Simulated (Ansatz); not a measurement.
H₂S₄, 6 atoms. Hardware: 4 threads of Intel Xeon on a shared host.

Correlated methods freeze 20 core orbitals.

**Question.** How many basis functions does each of these Ansatz runs have, and roughly what does it cost? r2SCAN-D4/def2-TZVP, charge 0 triplet at the geometry of the charge 0 singlet, energy, from earlier orbitals; PBE-D4/def2-TZVP, charge 0 singlet, energy, from earlier orbitals; CCSD(T)/def2-TZVPP, charge 0 singlet, energy, from earlier orbitals; r2SCAN-D4/def2-TZVP, charge 0 singlet, energy and forces, from earlier orbitals; CCSD(T)/def2-TZVPP, charge 1 doublet at the geometry of the charge 0 singlet, energy, from earlier orbitals; PBE0-D4/def2-SVP, charge 1 doublet at the geometry of the charge 0 singlet, energy with a search over starts; PBE-D4/def2-TZVP, charge 1 doublet at the geometry of the charge 0 singlet, energy, from earlier orbitals; r2SCAN0-D4/def2-TZVP, charge 0 singlet, energy, from earlier orbitals; PBE-QIDH/def2-TZVP, charge 0 singlet, energy, from earlier orbitals; ωB97M-V/def2-TZVP, charge 0 singlet, energy, from earlier orbitals; PBE0-D4/def2-TZVP, charge 0 singlet, energy, from earlier orbitals; PBE0-D4/def2-SVP, charge 0 singlet, relaxation, 9 steps.

**Answer.** Other jobs shared the machine, so times can vary by a factor of up to 3. A dash marks memory too small to be measured apart from the calling script's.

```json
{"run": "PBE-D4/def2-TZVP, charge 0 singlet, energy, from earlier orbitals", "functions": "160", "fitting or Cholesky vectors": "1132", "wall time": "2.1 s", "peak host memory (GiB)": "–"}
{"run": "PBE0-D4/def2-TZVP, charge 0 singlet, energy, from earlier orbitals", "functions": "160", "fitting or Cholesky vectors": "1172", "wall time": "3.8 s", "peak host memory (GiB)": "–"}
{"run": "r2SCAN-D4/def2-TZVP, charge 0 singlet, energy and forces, from earlier orbitals", "functions": "160", "fitting or Cholesky vectors": "1132", "wall time": "4.8 s", "peak host memory (GiB)": "–"}
{"run": "PBE-D4/def2-TZVP, charge 1 doublet at the geometry of the charge 0 singlet, energy, from earlier orbitals", "functions": "160", "fitting or Cholesky vectors": "1132", "wall time": "5.5 s", "peak host memory (GiB)": "–"}
{"run": "PBE-QIDH/def2-TZVP, charge 0 singlet, energy, from earlier orbitals", "functions": "160", "fitting or Cholesky vectors": "984", "wall time": "5.5 s", "peak host memory (GiB)": "–"}
{"run": "r2SCAN0-D4/def2-TZVP, charge 0 singlet, energy, from earlier orbitals", "functions": "160", "fitting or Cholesky vectors": "1172", "wall time": "5.5 s", "peak host memory (GiB)": "–"}
{"run": "ωB97M-V/def2-TZVP, charge 0 singlet, energy, from earlier orbitals", "functions": "160", "fitting or Cholesky vectors": "1144", "wall time": "7.5 s", "peak host memory (GiB)": "–"}
{"run": "PBE0-D4/def2-SVP, charge 1 doublet at the geometry of the charge 0 singlet, energy with a search over starts", "functions": "82", "fitting or Cholesky vectors": "750", "wall time": "9 s", "peak host memory (GiB)": "–"}
{"run": "PBE0-D4/def2-SVP, charge 0 singlet, relaxation, 9 steps", "functions": "82", "fitting or Cholesky vectors": "811", "wall time": "20 s", "peak host memory (GiB)": "–"}
{"run": "r2SCAN-D4/def2-TZVP, charge 0 triplet at the geometry of the charge 0 singlet, energy, from earlier orbitals", "functions": "160", "fitting or Cholesky vectors": "1132", "wall time": "20 s", "peak host memory (GiB)": "–"}
{"run": "CCSD(T)/def2-TZVPP, charge 0 singlet, energy, from earlier orbitals", "functions": "196", "fitting or Cholesky vectors": "1117", "wall time": "45 s", "peak host memory (GiB)": "1.9"}
{"run": "CCSD(T)/def2-TZVPP, charge 1 doublet at the geometry of the charge 0 singlet, energy, from earlier orbitals", "functions": "196", "fitting or Cholesky vectors": "1116", "wall time": "11 min", "peak host memory (GiB)": "2.4"}
```
